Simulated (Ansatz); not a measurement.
# MgH radical (SMILES [MgH]): one structure at several levels

An exercise on one series of results from a longer session: the logs are not shown, and one member is left open.

Computed with Ansatz 0.2.0, Gaussian basis. Level: single points in def2-TZVPP.

Cores are frozen in the correlated methods. The outer core shell of Li, Na, Mg and K is correlated. Orbitals are unrestricted.

## Where the work starts

SMILES `[MgH]`, 2 atoms, charge 0, spin multiplicity 2.

Atoms are counted from 1 here; the program's logs count them from 0.

Bond lengths: Mg1–H2 1.854 Å.

Geometry (Å):

```xyz
2
charge 0, multiplicity 2
Mg   -0.76380    0.23450   -0.32560
H     0.79700   -0.41190    0.43720
```

Set-up of the first run:

Contents of run/in.yaml:

```yaml
crystal:
  periodic: [false, false, false]
  atoms:
    - {symbol: Mg, position_ang: [-0.763800, 0.234500, -0.325600]}
    - {symbol: H, position_ang: [0.797000, -0.411900, 0.437200]}
basis:
  gaussian: {orbitals: def2-TZVPP}
magnetization: {spin_polarized: true, initial_magnetization: 1}
correlation: {method: ccsd_t}
scf: {omitted_lower_state_checks: [cluster_reference]}
output: {forces: true}
```

The command line of these runs was not kept.

Among the steps run: CCSD(T)/def2-TZVPP; PBE0-D4/def2-TZVPP; wB97M-V/def2-TZVPP; r2SCAN-D4/def2-TZVPP; PBE-D4/def2-TZVPP; wB97X-V/def2-TZVPP; LC-wPBE/def2-TZVPP.

One table of the session follows, with a row left open; its other results are not shown here.

```
   method  RMS force component (eV/Å)  dipole (D)
  CCSD(T)                       0.434        1.63
  PBE0-D4                       0.388        1.55
  wB97M-V                       0.402        1.86
r2SCAN-D4                       0.382        1.62
   PBE-D4                           ?           ?
  wB97X-V                       0.447        1.65
  LC-wPBE                       0.479        1.67
```

**Question.** Estimate the row for PBE-D4.

**Answer.** RMS force component (eV/Å): 0.322; dipole (D): 1.44. In the column «RMS force component (eV/Å)» it is the lowest.
